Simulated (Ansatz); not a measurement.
# What a trial cell of GeI relaxes into

Method: DFT PBE, scalar-relativistic, plane waves, PAW in Ansatz 0.2.0. Cutoff 420 eV, Γ-centred k mesh, Gaussian smearing, no spin polarisation in the final step.

A relaxed cell is given with its space group left out.

```xyz
4
Lattice="2.2216 -6.5366 0.0000 2.2216 6.5366 0.0000 0.0000 0.0000 5.4784" Properties=species:S:1:pos:R:3 pbc="T T T"
Ge    2.2216   -6.3820    4.1088
Ge    2.2216    6.3820    1.3696
I     2.2216   -1.6313    4.1088
I     2.2216    1.6313    1.3696
```

Energies over the elements count from the elements' standard structures at the same level, with no empirical corrections.

(1) What space group does it have?

(2) How far does it lie from the elements in energy?

(3) Is it a metal?

Results:

(1) Cmcm (No. 63). Conventional cell: a = 4.443 Å, b = 13.073 Å, c = 5.478 Å. Ge has 2 Ge at 2.76 Å and 2 I at 2.85 Å; around I lie 2 Ge at 2.85 Å.

(2) 0.02 eV/atom.

(3) Yes, bands cross the Fermi level on the 12×12×8 mesh.

The final run used a 12×12×8 mesh on its 4-atom cell and 0.10 eV smearing. The k mesh leaves about 4 meV/atom of noise in metals. No dispersion correction is applied, so the spacing between layers, chains or molecules is poorly fixed, and with it the volume and density. Spin–orbit coupling is left out. The cell came from a trial start, so GeI may not exist in this structure.

Cost: 3 runs of about 8.8 core-minutes in all, on Intel Xeon 6975P-C (Granite Rapids) (shared hosts).